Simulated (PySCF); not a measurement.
## A small calculation by hand: entropy of an ideal gas

SiF4, SMILES F[Si](F)(F)F.

Coordinates come from a ωB97X-D3(BJ)/def2-SVP optimisation. The isomer is the one that the SMILES or the coordinates give; other isomers of the formula were not compared.

ωB97X-D3(BJ)/def2-SVP run with PySCF 2.14.0 gives the harmonic wavenumbers 250, 250, 372, 372, 372, 787, 1037, 1037, 1037 cm⁻¹ and the rotational temperatures 0.1893, 0.1893, 0.1893 K. The molar mass is 104.08 g/mol, the symmetry number 12, the spin multiplicity 1.

Problem. Work out the entropy at 298.15 K and 1 atm in the rigid-rotor, harmonic-oscillator model.

Solution. 
Translation (Sackur–Tetrode at 1 atm): S = R[1.5 ln M + 2.5 ln T − 1.16487] = 166.7 J/(mol K).
Rotation: q = (√π/σ) T^1.5/√(θA θB θC) = 9230, S = R[ln q + 3/2] = 88.4 J/(mol K).
Vibration: with u = 1.4388 ν/T, each mode gives R[u/(e^u − 1) − ln(1 − e^−u)]:
| ν (cm⁻¹) | modes | u | S (J/(mol K)) |
|---|---|---|---|
| 250 | 2 | 1.21 | 14.48 |
| 372 | 3 | 1.80 | 13.45 |
| 787 | 1 | 3.80 | 0.91 |
| 1037 | 3 | 5.00 | 1.01 |
These are all the modes. Sum 29.9 J/(mol K).
Spin: R ln 1 = 0.0 J/(mol K).
Total 284.9 J/(mol K); the program's own thermochemistry gives 284.9. Translation makes up 59 % and vibration 10 %. Anharmonicity, hindered rotation and orbital degeneracy are left out.
